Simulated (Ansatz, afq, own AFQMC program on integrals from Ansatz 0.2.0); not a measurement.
AFQMC on a folder of integrals that Ansatz 0.2.0 wrote.

```yaml
crystal:
  periodic: [false, false, false]
  atoms:
    - {symbol: Ge, position_ang: [0.000000, 0.000000, 0.302970]}
    - {symbol: C, position_ang: [0.000000, 0.000000, -1.483402]}
    - {symbol: H, position_ang: [0.000000, -0.912198, -2.078999]}
    - {symbol: H, position_ang: [0.000000, 0.912198, -2.078999]}
basis:
  gaussian: {orbitals: cc-pVDZ}
magnetization: {spin_polarized: false}
correlation: {method: ccsd_t, electrons: outside_noble_gas, hamiltonian_folder: ham}
```

```sh
$ ansatz run in.yaml --threads 1 --pin off --events-out ev --progress --plain --max-ram 1382MiB
```

Options of the walk:

```
--method free --trial cisd --walkers 70 --time-step 0.03 --max-blocks 80 --target-error 0.00038 --factor-cut 1e-05 --seed 4098 --times 0,0.21,0.42,0.81,1.2,1.8,2.4,3 --taylor-order 8
```

Times are imaginary, in 1/Eh. The walk had a cap of 536 s. Filled inner d shells are frozen with the cores.

Log:

```
orbitals 36  electrons 5 5  factors 290 of 548
reference energy -2114.29601570 Eh
CCSD correlation -0.24008671 Eh in 10 cycles, weight of the determinant in the CISD state 0.8626
repeat  energy at the last time / Eh  error
    10  -2114.547730  0.001553
    20  -2114.546775  0.001074
    30  -2114.547055  0.000881
    40  -2114.547074  0.000697
    50  -2114.546897  0.000578
    60  -2114.546794  0.000522
    70  -2114.547041  0.000519
    80  -2114.547147  0.000488
time / (1/Eh)  energy / Eh  error  mean overlap
  0.00  -2114.536287  0.000417  1.1613
  0.21  -2114.541006  0.000400  1.1596
  0.42  -2114.543470  0.000364  1.1545
  0.81  -2114.545208  0.000401  1.1633
  1.20  -2114.546546  0.000404  1.1614
  1.80  -2114.546861  0.000421  1.1597
  2.40  -2114.546563  0.000541  1.1869
  3.00  -2114.547147  0.000488  1.1792
energy -2114.547147 +/- 0.000488 Eh
```

The run passed its tests (error under three times the target), which doesn't prove that it has relaxed.

Against this walk (error 13.3 meV) on the same determinant: CCSD(T) 41.9 meV higher, CCSDT(Q) 4.2 meV lower (within the noise). The error is statistical, and a free projection of finite length keeps a remainder of its start.

Cautions: remainder of the start not in the error; error above the target (13.3 against 10.3 meV); no relativity below Rb; no spin-orbit coupling; inner d shell frozen; higher spins were not checked; restricted determinant unstable towards unrestricted (UHF 127 meV lower, ⟨S²⟩ 0.40).

The walk took 110 s on 1 thread of Intel(R) Xeon(R) Platinum 8488C (Sapphire Rapids) (shared host). The log's last line is the free-projection energy.

CCSDT and higher add their correlation energy to the determinant of the CCSD(T) run, since their own runs factorise the integrals more tightly (a shift of under 2 meV). A walk keeps the symmetry of its determinant, which the program's search chose and which needn't be the lowest solution, so a lower state of the same spin and another symmetry isn't excluded.
